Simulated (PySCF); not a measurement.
B3LYP has the VWN-RPA correlation part, as in Gaussian. 

# Cl, SMILES `[Cl]` (charge 0, multiplicity 2)

The numbers are results of B3LYP-D3(BJ)/def2-TZVP run with PySCF, not measurements.

```yaml
highest_occupied_spin_orbital: -9.27 eV
dipole_moment: 0.00 D
total_energy: -460.1670 Ha
cost: roughly 2.4 core-seconds
```

```xyz
1

Cl     0.0000     0.0000     0.0000
```
Charge 0, spin multiplicity 2.
